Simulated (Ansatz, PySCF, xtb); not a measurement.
Protons, H atoms and electrons added to or taken from CN. Gas-phase values, no solvent. One relaxed conformer stands for each flexible species; it need not be the lowest. Strings in code marks are SMILES.

Quantity: bond dissociation enthalpy (X–H) at 298 K, in kcal/mol. HF references are unrestricted for open shells and restricted for singlets. Enthalpy corrections at 298 K come from GFN2-xTB frequencies (xtb).

Level 1: B3LYP-D3(BJ)/def2-TZVP // PBE0-D4/def2-TZVP (PySCF)
Level 2: B3LYP/6-31G* // PBE0-D4/def2-TZVP (PySCF)
Level 3: HF/3-21G // PBE0-D4/def2-TZVP (PySCF)
Level 4: HF/cc-pVTZ // PBE0-D4/def2-TZVP (Ansatz, a quantum-chemistry and plane-wave program)

| species | level 1 | level 2 | level 3 | level 4 |
|---|---|---|---|---|
| H atom removed from N2: `[NH]C` | 95.8 | 93.9 | 69.7 | 69.0 |
| H atom removed from C1: `[CH2]N` (H–C–N–H torsion 39°) | 89.5 | 91.6 | 69.4 | 69.9 |
